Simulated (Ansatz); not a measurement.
The inner images of a band of AlH4N + H3P (10 atoms, charge 0, multiplicity 1) are given out of order.

The calculation used RKS BLYP/6-31G* in Ansatz.

Image 0:

```xyz
10
Properties=species:S:1:pos:R:3
Al -0.236 -0.441 -0.041
H -0.452 -0.981 1.443
H 1.138 0.119 -0.624
N -1.644 -0.491 -1.152
H -2.573 -0.834 -0.902
H -1.632 -0.183 -2.125
P -0.329 3.427 1.893
H -1.332 3.001 0.954
H -0.449 2.230 2.679
H 0.746 2.893 1.103
```

Image 6:

```xyz
10
Properties=species:S:1:pos:R:3
Al -0.304 1.060 -0.800
H 0.325 -1.042 3.498
H 1.157 0.508 -1.127
N -1.692 0.025 -1.272
H -1.592 -0.887 -1.722
H -2.680 0.237 -1.125
P -0.682 3.237 0.052
H -1.812 2.861 0.860
H 0.260 3.077 1.128
H 0.256 -0.335 3.736
```

Task: Put them in order from the first end to the last, with their energies above the first end.
A.
```xyz
10
Properties=species:S:1:pos:R:3
Al -0.145 -0.561 -0.116
H -0.411 -1.143 1.344
H 1.261 -0.029 -0.650
N -1.529 -0.514 -1.256
H -2.477 -0.825 -1.041
H -1.478 -0.171 -2.216
P -0.357 3.518 1.551
H -1.703 3.019 1.623
H -0.084 3.181 2.921
H 0.161 2.266 1.068
```
B.
```xyz
10
Properties=species:S:1:pos:R:3
Al -0.244 0.897 -0.527
H 0.057 -0.589 2.760
H 1.201 0.244 -0.707
N -1.647 -0.044 -1.135
H -1.565 -0.975 -1.548
H -2.626 0.241 -1.102
P -0.562 3.102 0.278
H -1.715 2.778 1.076
H 0.358 2.931 1.371
H -0.020 0.155 2.764
```
C.
```xyz
10
Properties=species:S:1:pos:R:3
Al -0.144 0.318 -0.080
H -0.450 -0.149 1.571
H 1.408 0.254 -0.376
N -1.499 -0.301 -1.095
H -2.381 -0.629 -0.699
H -1.655 0.019 -2.053
P -0.438 2.694 0.844
H -1.608 2.742 1.672
H 0.500 2.854 1.917
H -0.496 0.939 1.527
```
D.
```xyz
10
Properties=species:S:1:pos:R:3
Al -0.187 0.760 -0.305
H -0.284 -0.261 1.991
H 1.280 0.136 -0.344
N -1.570 -0.119 -1.053
H -1.774 -1.115 -0.972
H -2.346 0.336 -1.532
P -0.500 2.991 0.505
H -1.541 2.649 1.441
H 0.534 2.876 1.502
H -0.376 0.487 1.996
```
E.
```xyz
10
Properties=species:S:1:pos:R:3
Al -0.065 -0.368 -0.107
H -0.311 -0.922 1.369
H 1.335 0.183 -0.632
N -1.461 -0.428 -1.230
H -2.386 -0.775 -0.976
H -1.465 -0.073 -2.187
P -0.537 2.932 1.175
H -1.746 3.165 1.913
H 0.308 3.440 2.218
H -0.435 1.587 1.685
```

Result: A (+1.4 kJ/mol), E (+6.8 kJ/mol), C (+115.4 kJ/mol), D (+10.3 kJ/mol), B (-18.5 kJ/mol).

The run took 3.6 min on 2 threads of Intel(R) Xeon(R) Platinum 8259CL CPU @ 2.50GHz (Skylake/Cascade Lake), on a shared host, peak memory 0.14 GiB.
